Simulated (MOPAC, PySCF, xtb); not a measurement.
Stepwise substitution at one centre (Al F-I). Gas-phase values, no solvent. Strings in code marks are SMILES.

Quantity: redistribution energy (mixed species minus the weighted end members), in kcal/mol. Semi-empirical values (MOPAC) are differences of heats of formation.

Level 1: B3LYP/LANL2DZ // B3LYP-D3(BJ)/def2-TZVP (PySCF)
Level 2: AM1 // B3LYP-D3(BJ)/def2-TZVP (MOPAC)
Level 3: GFN2-xTB (xtb)
Level 4: PM7 // B3LYP-D3(BJ)/def2-TZVP (MOPAC)

```tsv
species	level 2	level 3	level 4
1 of 3 F replaced by I: `[Al]([F])([I])[F]`	3.05	-9.56	3.51
2 of 3 F replaced by I: `[F][Al]([I])[I]`	3.50	-8.13	4.33
```

Problem. What does level 1 give for each?

Solution. 
- 1 of 3 F replaced by I: `[Al]([F])([I])[F]`: 1.25
- 2 of 3 F replaced by I: `[F][Al]([I])[I]`: 1.51
